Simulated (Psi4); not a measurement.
**BP86/def2-QZVPP (density fitting, sweep point 6) run of PH2F (phosphinous fluoride(8ci,9ci))**

Aim: the vertical singlet–triplet gap of PH2F (phosphinous fluoride(8ci,9ci)) at BP86/def2-QZVPP (density fitting, sweep point 6), from 2 runs. The job is set up through a Python script.

The results are computed with Psi4 1.11.

## Step 1: Starting point

PH2F has 4 atoms, charge 0, and is taken as a singlet. As SMILES, `FP`. The coordinates come from a GFN2-xTB relaxation.

Bond lengths: F1–P2 1.632 Å, P2–H3 1.406 Å, P2–H4 1.406 Å. Angles: F1–P2–H3 93.5°, F1–P2–H4 93.5°, H3–P2–H4 91.6°.

## Step 2: A single-point energy at BP86/def2-QZVPP (density fitting, sweep point 6)

File calc.py:

```python
import psi4

psi4.set_memory('1600 MB')
psi4.set_num_threads(1)
psi4.core.set_output_file('psi4.out', False)

geom = psi4.geometry("""
0 1
F      2.19310276     1.26394332    -0.42076642
P     -0.13611697    -0.69746012    -0.90644493
H     -1.99160126     1.08519412    -0.24483292
H     -0.06538452    -1.65167732     1.57206316
units au
symmetry c1
""")

psi4.set_options({
    'basis': 'def2-QZVPP',
    'puream': True,
    'scf_type': 'df',
    'dft_radial_points': 99,
    'dft_spherical_points': 590,
})

result = psi4.energy('bp86', molecule=geom)
print(f'total energy {result:.8f} hartree = {result * 27.211386:.5f} eV')
```

On the command line:

```bash
$ python calc.py
```

psi4.out:

```text
[...]
  Running in c1 symmetry.
[...]
  Nuclear repulsion =   59.629017546950799
[...]
  Multiplicity = 1
[...]
  Nalpha       = 13
  Nbeta        = 13
[...]
    Number of basis functions: 187
[...]
   @DF-RKS iter   1:  -442.43639446856537   -2.00482e-01   2.87924e-03 DIIS/ADIIS
[...]
   @DF-RKS iter   8:  -442.51447335948654   -9.37023e-08   4.73888e-07 DIIS
[...]
    Orbital Energies [Eh]
    ---------------------
    Doubly Occupied:
       1A    -76.391984     2A    -24.279679     3A     -6.356736
       4A     -4.576674     5A     -4.571273     6A     -4.567023
       7A     -1.098525     8A     -0.597386     9A     -0.437013
      10A     -0.416166    11A     -0.388303    12A     -0.322303
      13A     -0.251416
[...]
  @DF-RKS Final Energy:  -442.51447335948654
   => Energetics <=
    Nuclear Repulsion Energy =             59.6290175469507986
    One-Electron Energy =                -731.2300557340654450
    Two-Electron Energy =                 263.5824857233164948
    DFT Exchange-Correlation Energy =     -34.4959208956883572
    Empirical Dispersion Energy =           0.0000000000000000
    VV10 Nonlocal Energy =                  0.0000000000000000
    Total Energy =                       -442.5144733594865443
[...]
 Multipole Moments:
 ------------------------------------------------------------------------------------
     Multipole            Electronic (a.u.)      Nuclear  (a.u.)        Total (a.u.)
 ------------------------------------------------------------------------------------
 L = 1.  Multiply by 2.5417464519 to convert [e a0] to [Debye]
 Dipole X            :          1.5944064           -2.0531182           -0.4587118
 Dipole Y            :          0.3429712           -0.5726232           -0.2296520
 Dipole Z            :         -1.1736175            1.3138706            0.1402531
 Magnitude           :                                                    0.5318152
[...]
```

Standard output:

```text
total energy -442.51447336 hartree = -12041.43215 eV
```

It took 14 s on 1 thread of AMD EPYC 7B13 (Zen 3), shared host; peak memory 1.3 GiB.

## Step 3: The triplet, same level

File run.py:

```python
import psi4

psi4.set_memory('1600 MB')
psi4.set_num_threads(1)
psi4.core.set_output_file('psi4.out', False)

mol = psi4.geometry("""
0 3
F      2.19310276     1.26394332    -0.42076642
P     -0.13611697    -0.69746012    -0.90644493
H     -1.99160126     1.08519412    -0.24483292
H     -0.06538452    -1.65167732     1.57206316
units au
symmetry c1
""")

options = {'basis': 'def2-QZVPP', 'reference': 'uks', 'puream': True, 'scf_type': 'df', 'dft_radial_points': 99, 'dft_spherical_points': 590, 'maxiter': 150}
psi4.set_options(options)

e_tot, wfn = psi4.energy('bp86', return_wfn=True)
print(f'total energy {e_tot:.8f} hartree = {e_tot * 27.211386:.5f} eV')
```

On the command line:

```bash
$ python run.py
```

psi4.out:

```text
[...]
  Running in c1 symmetry.
[...]
  Nuclear repulsion =   59.629017546950799
[...]
  Multiplicity = 3
[...]
  Nalpha       = 14
  Nbeta        = 12
[...]
    Number of basis functions: 187
[...]
   @DF-UKS iter   1:  -442.27334398596128   -3.74312e-02   2.94623e-03 ADIIS/DIIS
[...]
   @DF-UKS iter   9:  -442.36264947668036   -1.05855e-07   8.87917e-07 DIIS
[...]
   @S^2 Observed:                2.002792717E+00
[...]
    Orbital Energies [Eh]
    ---------------------
    Alpha Occupied:
       1A    -76.429253     2A    -24.293890     3A     -6.389433
       4A     -4.608998     5A     -4.604514     6A     -4.603533
       7A     -1.114081     8A     -0.625307     9A     -0.457605
      10A     -0.432315    11A     -0.416163    12A     -0.338531
      13A     -0.308022    14A     -0.112347
    Alpha Virtual:
      15A     -0.051341    16A     -0.001790    17A      0.088795
      18A      0.090921    19A      0.101715    20A      0.133647
      21A      0.161854    22A      0.168323    23A      0.175234
      24A      0.196883    25A      0.254430    26A      0.312986
[...]
  @DF-UKS Final Energy:  -442.36264947668036
   => Energetics <=
    Nuclear Repulsion Energy =             59.6290175469507986
    One-Electron Energy =                -730.5776210959187438
    Two-Electron Energy =                 263.0527010704772692
    DFT Exchange-Correlation Energy =     -34.4667469981896701
    Empirical Dispersion Energy =           0.0000000000000000
    VV10 Nonlocal Energy =                  0.0000000000000000
    Total Energy =                       -442.3626494766803603
[...]
 Multipole Moments:
 ------------------------------------------------------------------------------------
     Multipole            Electronic (a.u.)      Nuclear  (a.u.)        Total (a.u.)
 ------------------------------------------------------------------------------------
 L = 1.  Multiply by 2.5417464519 to convert [e a0] to [Debye]
 Dipole X            :          1.7298812           -2.0531182           -0.3232370
 Dipole Y            :          0.3836186           -0.5726232           -0.1890045
 Dipole Z            :         -1.2559399            1.3138706            0.0579307
 Magnitude           :                                                    0.3788943
[...]
```

Standard output:

```text
total energy -442.36264948 hartree = -12037.30081 eV
```

It took 35 s on 1 thread of AMD EPYC 7B13 (Zen 3), shared host; peak memory 1.3 GiB.

## Step 4: Outcome

Level: BP86/def2-QZVPP (density fitting, sweep point 6).

```
                                        quantity          value
                           singlet: total energy  -442.51447 Eh
                          singlet: dipole moment         1.35 D
                            singlet: HOMO energy       -6.84 eV
                            singlet: LUMO energy       -2.05 eV
                          singlet: HOMO–LUMO gap        4.79 eV
                           triplet: total energy  -442.36265 Eh
                          triplet: dipole moment         0.96 D
     triplet: HOMO energy (highest over α and β)       -3.06 eV
                                   triplet: ⟨S²⟩          2.003
vertical energy of the triplet above the singlet       4.131 eV
```

What this shows: At this shape the triplet lies 4.13 eV (95 kcal/mol) above the singlet.
